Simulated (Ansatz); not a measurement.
Total energies of `FC1OC1(F)F`.

Cartesian coordinates in Å:
```
F -1.2262 0.8184 1.0510
C -0.6267 0.4137 -0.0695
O 0.7015 0.8922 -0.2529
C 0.5382 -0.4384 0.0069
F 1.0044 -0.8844 1.1613
F 0.8876 -1.2754 -0.9610
H -1.2787 0.4739 -0.9358
```

The species carries charge 0 and has multiplicity 1. All single points use the PBE0-D4/def2-TZVP geometry. Basis def2-TZVPP, the Gaussian-basis code of Ansatz.

RPA on PBE orbitals: Hartree–Fock energy of these orbitals -449.56518 Eh, correlation -1.92613 Eh (frozen core).

```tsv
functional	kind	energy without D4 (Eh)	D4 term (kJ/mol)
LDA (SPW92)	LDA	-448.61474	–
PBE	GGA	-451.27466	-10.6
revPBE	GGA	-451.57468	-40.5
BLYP	GGA	-451.66088	-24.7
r2SCAN	meta-GGA	-451.52046	-2.6
B97M-V	meta-GGA with VV10	-451.58931	–
PBE0	global hybrid, 25 % exact exchange	-451.27017	-8.7
B3LYP	global hybrid, 20 %	-451.71289	-17.0
r2SCANh	meta-GGA hybrid, 10 %	-451.49405	-2.6
r2SCAN0	meta-GGA hybrid, 25 %	-451.45609	-2.9
HSE06 (plane-wave form)	screened hybrid	-451.25147	-8.0
BHLYP	global hybrid, 50 %	-451.52045	-11.2
CAM-B3LYP	range-separated hybrid	-451.59116	-8.6
LC-ωPBE	long-range corrected hybrid	-451.46511	–
ωB97X-V	range-separated hybrid GGA with VV10	-451.57330	–
ωB97M-V	range-separated hybrid meta-GGA with VV10	-451.60780	–
B2PLYP	double hybrid	-451.44689	–
PBE-QIDH	double hybrid	-451.20727	–
```

B3LYP takes the VWN-RPA correlation (the form of Gaussian; ORCA's B3LYP/G). HSE06 is the plane-wave form, built on full-range PBE exchange. The double hybrids freeze the cores in their second-order part.

LC-ωPBE has ω = 0.4 bohr⁻¹.
